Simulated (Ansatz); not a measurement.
# One shape, several levels: CH5Al (SMILES [CH3][AlH2])

We compute a comparison of 6 runs (B2PLYP/STO-3G, BLYP/STO-3G, CAM-B3LYP/STO-3G, RPA@PBE/STO-3G, CCSDT/STO-3G, CCSDTQ/STO-3G) of CH5Al. 

The results are computed with Ansatz 0.2.0.

43 further runs of the same task are left out: 1 that didn't finish, 42 set aside as unsound or not needed.

## Step 1: The molecule

CH5Al: 7 atoms, total charge 0, spin state singlet. As SMILES, `[CH3][AlH2]`. The H4–C1 distance was set to 1.646 Å, away from the relaxed value. At this shape a bond of the SMILES string is far longer than usual.

Bond lengths: C1–Al2 1.950 Å, C1–H3 1.093 Å, C1–H5 1.093 Å, Al2–H6 1.590 Å, Al2–H7 1.590 Å. Angles: C1–Al2–H6 120.6°, C1–Al2–H7 120.6°, Al2–C1–H3 112.6°, Al2–C1–H5 112.5°, H6–Al2–H7 118.8°, H3–C1–H5 108.6°. A long bond or contact: C1–H4 1.646 Å.

## Step 2: The energy at B2PLYP/STO-3G (run 1)

in.yaml

```yaml
crystal:
  periodic: [false, false, false]
  atoms:
    - symbol: C
      position_ang: [-0.105527, -0.890213, 0.025876]
    - symbol: Al
      position_ang: [0.905873, 0.583687, 0.806076]
    - symbol: H
      position_ang: [-0.720127, -1.414213, 0.762176]
    - symbol: H
      position_ang: [-1.134400, -0.306400, -1.118200]
    - symbol: H
      position_ang: [0.536373, -1.620113, -0.474224]
    - symbol: H
      position_ang: [0.358973, 1.354687, 2.084776]
    - symbol: H
      position_ang: [2.277773, 1.056987, 0.155976]
basis:
  gaussian: {orbitals: STO-3G}
hamiltonian: {xc: {name: B2PLYP}}
correlation: {frozen_orbitals: {Al: 5, C: 1, H: 0}}
accuracy: high
```

Command:

```sh
$ ansatz run in.yaml --threads 1 --pin off --max-ram 2610MiB --events-out events.jsonl --progress --plain --runs-dir runs
```

Standard output:

```text
Warning: RAYON_NUM_THREADS=1 ignored (pool sized by the plan → 1); use --threads N
Functional definition: B2PLYP
  name "B2PLYP"
  parameter a = 0.53
  parameter c = 0.27
  exchange = (1 - a)*b88_x + a*exact_x
  correlation = (1 - c)*lyp_c + c*(mp2_os + mp2_ss)
335 factors; integrals over basis functions are off by at most 2.9e-8 eV
mean field evaluation 1: about -7612.3434 eV, gradient 1.4e1 eV
mean field evaluation 2: about -7612.3046 eV, gradient 1.4e1 eV
mean field evaluation 4: about -7613.0939 eV, gradient 4.6e-1 eV
mean field evaluation 8: about -7613.0939 eV, gradient 3.6e-3 eV
mean field -7613.09394705 eV, -279.7760422136 hartree, gradient 9.3e-8 eV, S^2 0.000000; 0 other end points of the search recorded, 0 dependent functions left out
6 core orbitals not correlated: weight in the atoms' cores, before any rotation towards them, 0.999 or more for the frozen orbitals, at most 0.000 for the correlated occupied ones
reference -7613.09396643 eV, -279.7760429259 hartree; 6, 6 occupied and 7, 7 virtual orbitals, 335 factors
second order -3.80576277 eV of doubles, -0.00000000 eV of singles
Total energy: -7614.12152238 eV, -279.8138049105 hartree
```

Wall time 1.6 s (1 thread of Arm Neoverse V1, shared host); peak memory 0.1 GiB.

## Step 3: A single-point energy at BLYP/STO-3G (run 2)

input.yaml

```yaml
basis:
  gaussian:
    orbitals: STO-3G
crystal:
  periodic: [false, false, false]
  atoms:
    - {symbol: C, position_ang: [-0.105527, -0.890213, 0.025876]}
    - {symbol: Al, position_ang: [0.905873, 0.583687, 0.806076]}
    - {symbol: H, position_ang: [-0.720127, -1.414213, 0.762176]}
    - {symbol: H, position_ang: [-1.134400, -0.306400, -1.118200]}
    - {symbol: H, position_ang: [0.536373, -1.620113, -0.474224]}
    - {symbol: H, position_ang: [0.358973, 1.354687, 2.084776]}
    - {symbol: H, position_ang: [2.277773, 1.056987, 0.155976]}
hamiltonian:
  xc: {name: BLYP}
accuracy: high
```

Command:

```sh
$ ansatz run input.yaml --threads 1 --pin off --max-ram 2610MiB --events-out events.jsonl --progress --plain --runs-dir runs
```

Standard output:

```text
Warning: RAYON_NUM_THREADS=1 ignored (pool sized by the plan → 1); use --threads N
Functional definition: BLYP
  name "BLYP"
  parameter beta = 0.0042
  parameter a = 0.04918
  parameter b = 0.132
  parameter c = 0.2533
  parameter d = 0.349
  exchange = b88_x(beta = beta)
  correlation = lyp_c(a = a, b = b, c = c, d = d)
335 factors; integrals over basis functions are off by at most 2.9e-8 eV
mean field evaluation 1: about -7616.8467 eV, gradient 2.4e1 eV
mean field evaluation 2: about -7616.9902 eV, gradient 2.2e1 eV
mean field evaluation 4: about -7618.7256 eV, gradient 1.2e0 eV
mean field evaluation 8: about -7618.6204 eV, gradient 7.1e-3 eV
mean field evaluation 16: about -7618.6204 eV, gradient 7.2e-8 eV
mean field -7618.62040086 eV, -279.9791356454 hartree, gradient 7.2e-8 eV, S^2 0.000000; 0 other end points of the search recorded, 0 dependent functions left out
reference -7618.62044206 eV, -279.9791371591 hartree; 12, 12 occupied and 7, 7 virtual orbitals, 335 factors
Total energy: -7618.62044206 eV, -279.9791371591 hartree
```

Run time: 1.4 s. Hardware: 1 thread of Arm Neoverse V1, shared host; peak memory 0.097 GiB.

Run 3 isn't shown in full; the table further down has it.

## Step 4: A single-point energy at RPA@PBE/STO-3G (run 4)

run.yaml

```yaml
crystal:
  periodic: [false, false, false]
  atoms:
    - {symbol: C, position_ang: [-0.105527, -0.890213, 0.025876]}
    - {symbol: Al, position_ang: [0.905873, 0.583687, 0.806076]}
    - {symbol: H, position_ang: [-0.720127, -1.414213, 0.762176]}
    - {symbol: H, position_ang: [-1.134400, -0.306400, -1.118200]}
    - {symbol: H, position_ang: [0.536373, -1.620113, -0.474224]}
    - {symbol: H, position_ang: [0.358973, 1.354687, 2.084776]}
    - {symbol: H, position_ang: [2.277773, 1.056987, 0.155976]}
basis:
  gaussian:
    orbitals: STO-3G
hamiltonian:
  xc: pbe
correlation:
  method: rpa
  frozen_orbitals: {Al: 5, C: 1, H: 0}
accuracy: high
```

Command:

```sh
$ ansatz run run.yaml --threads 1 --pin off --max-ram 2610MiB --events-out events.jsonl --progress --plain --runs-dir runs
```

Standard output:

```text
Warning: RAYON_NUM_THREADS=1 ignored (pool sized by the plan → 1); use --threads N
Functional definition: PBE
  name "PBE"
  parameter kappa = 0.804
  parameter beta = 0.06672455060314922
  exchange = pbe_x(kappa = kappa, mu = beta*pi^2/3)
  correlation = pbe_c(beta = beta)
335 factors; integrals over basis functions are off by at most 2.9e-8 eV
mean field evaluation 1: about -7612.6743 eV, gradient 2.3e1 eV
mean field evaluation 2: about -7612.5734 eV, gradient 2.3e1 eV
mean field evaluation 4: about -7614.1719 eV, gradient 6.3e0 eV
mean field evaluation 8: about -7614.3087 eV, gradient 1.7e-2 eV
mean field evaluation 16: about -7614.3087 eV, gradient 4.7e-9 eV
mean field -7614.30865528 eV, -279.8206819178 hartree, gradient 8.2e-9 eV, S^2 0.000000; 0 other end points of the search recorded, 0 dependent functions left out
6 core orbitals not correlated: weight in the atoms' cores, before any rotation towards them, 0.999 or more for the frozen orbitals, at most 0.000 for the correlated occupied ones
reference -7596.96102219 eV, -279.1831681602 hartree; 6, 6 occupied and 7, 7 virtual orbitals, 335 factors
Total energy: -7603.09118909 eV, -279.4084476386 hartree
```

It took 1.8 s on 1 thread of Arm Neoverse V1, shared host; peak memory 0.1 GiB.

Run 5 isn't shown in full; the table further down has it.

## Step 5: A single-point energy at CCSDTQ/STO-3G (run 6)

job.yaml

```yaml
crystal:
  periodic: [false, false, false]
  atoms:
    - {symbol: C, position_ang: [-0.105527, -0.890213, 0.025876]}
    - {symbol: Al, position_ang: [0.905873, 0.583687, 0.806076]}
    - {symbol: H, position_ang: [-0.720127, -1.414213, 0.762176]}
    - {symbol: H, position_ang: [-1.134400, -0.306400, -1.118200]}
    - {symbol: H, position_ang: [0.536373, -1.620113, -0.474224]}
    - {symbol: H, position_ang: [0.358973, 1.354687, 2.084776]}
    - {symbol: H, position_ang: [2.277773, 1.056987, 0.155976]}
basis:
  gaussian: {orbitals: STO-3G}
correlation: {method: ccsdtq, frozen_orbitals: {Al: 5, C: 1, H: 0}}
accuracy: high
scf: {omitted_lower_state_checks: [cluster_reference, increment]}
```

Command:

```sh
$ ansatz run job.yaml --threads 1 --pin off --max-ram 2610MiB --events-out events.jsonl --progress --plain --runs-dir runs
```

Standard output, cut to the lines that bear on the results:

```text
Warning: RAYON_NUM_THREADS=1 ignored (pool sized by the plan → 1); use --threads N
Functional definition: HF
  name "HF"
[...]
335 factors; integrals over basis functions are off by at most 2.9e-8 eV
[...]
mean field -7597.26947269 eV, -279.1945035070 hartree, gradient 1.2e-8 eV, S^2 0.000000; 0 other end points of the search recorded, 0 dependent functions left out; unrestricted orbitals would lower it
6 core orbitals not correlated: weight in the atoms' cores, before any rotation towards them, 0.999 or more for the frozen orbitals, at most 0.000 for the correlated occupied ones
reference -7597.26947269 eV, -279.1945035070 hartree; 6, 6 occupied and 7, 7 virtual orbitals, 335 factors
second order -2.92226062 eV of doubles, -0.00000000 eV of singles
cycle   1  -3.66019539 eV  change   -7.4e-1 eV  update   8.2e-2
[...]
cycle  23  -4.19604493 eV  change  -6.7e-10 eV  update  3.3e-10
Total energy: -7601.46551762 eV, -279.3487053141 hartree
Checks for a lower state left out: cluster_reference, increment
```

Wall time 3.9 s (1 thread of Arm Neoverse V1, shared host); peak memory 0.1 GiB.

## Step 6: The series

```
run             level  frozen core orbitals  energy (Eh)  wall time
  1     B2PLYP/STO-3G                     6  -279.813805      1.6 s
  2       BLYP/STO-3G                     –  -279.979137      1.4 s
  3  CAM-B3LYP/STO-3G                     –  -279.978889      1.4 s
  4    RPA@PBE/STO-3G                     6  -279.408448      1.8 s
  5      CCSDT/STO-3G                     6  -279.348485      0.3 s
  6     CCSDTQ/STO-3G                     6  -279.348705      3.9 s
```

## Step 7: Summary of results

```
                                          quantity          value
                               run 6: total energy  -279.34871 Eh
run 6: correlation energy (6 core orbitals frozen)     -154.2 mEh
                              run 6: T1 diagnostic          0.007
```

Totals of different functionals can't be ranked against each other. In runs 5, 6 the log says that unrestricted orbitals would lower the reference, so the values rest on an unstable closed-shell determinant (other closed-shell runs at this shape may share the fault). In runs 1, 2, 3, 4, 5, 6 the basis is minimal, so the values are rough. All runs together took 10 s, the longest 3.9 s.
